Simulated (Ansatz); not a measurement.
## Tantalum, bcc: convergence with Fermi-Dirac smearing

Computed with Ansatz, r²SCAN, scalar-relativistic PAW, on the relaxed cell (a = 3.307 Å; spin not included). Errors count from a run at 500 eV on a Γ-centred 22×22×22 mesh with Fermi-Dirac smearing of 0.1 eV, extrapolated to zero width. Fixed here: cutoff 500 eV, mesh 13×13×13. The SCF starts from atomic densities corrected by a trained network.

```json
{"width (eV)": "0.01", "E(σ→0) error (meV/atom)": "-2.1", "F error (meV/atom)": "-2.3", "P (GPa)": "-0.04", "SCF iterations": "6"}
{"width (eV)": "0.03", "E(σ→0) error (meV/atom)": "-2.0", "F error (meV/atom)": "-3.6", "P (GPa)": "0.03", "SCF iterations": "6"}
{"width (eV)": "0.1", "E(σ→0) error (meV/atom)": "-1.8", "F error (meV/atom)": "-22.3", "P (GPa)": "0.00", "SCF iterations": "6"}
{"width (eV)": "0.2", "E(σ→0) error (meV/atom)": "-4.8", "F error (meV/atom)": "-81.7", "P (GPa)": "0.39", "SCF iterations": "6"}
{"width (eV)": "0.3", "E(σ→0) error (meV/atom)": "-13.3", "F error (meV/atom)": "-174.1", "P (GPa)": "1.18", "SCF iterations": "6"}
{"width (eV)": "1.0", "E(σ→0) error (meV/atom)": "-116.2", "F error (meV/atom)": "-1542.5", "P (GPa)": "12.20", "SCF iterations": "6"}
```

What does the run at 0.6 give (width)?

E(σ→0) error (meV/atom): -64.2; F error (meV/atom): -610.7; P (GPa): 4.67; SCF iterations: 6.
